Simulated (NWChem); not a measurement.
System: Na anion

Here is an NWChem input.

```
start job
memory heap 200 mb stack 700 mb global 900 mb
charge -1
geometry units angstroms noautoz
  Na     0.000000     0.000000     0.000000
end
basis spherical
  Na library 6-311++g**
end
dft
  xc pbe0
  iterations 150
  mulliken
end
task dft energy
```

The highest occupied level is positive, so the extra electron may be held by the finite basis.

Problem. Predict the main results of this run. (PBE0/6-311++G** (spherical d).) Quantities: basis functions; energy (Ha); highest occupied level (eV); orbital gap (eV).

Solution. 
```json
{
 "number_of_basis_functions": "30",
 "energy (Ha)": "-162.19",
 "highest occupied level (eV)": "0.45",
 "orbital gap (eV)": "1.31"
}
```
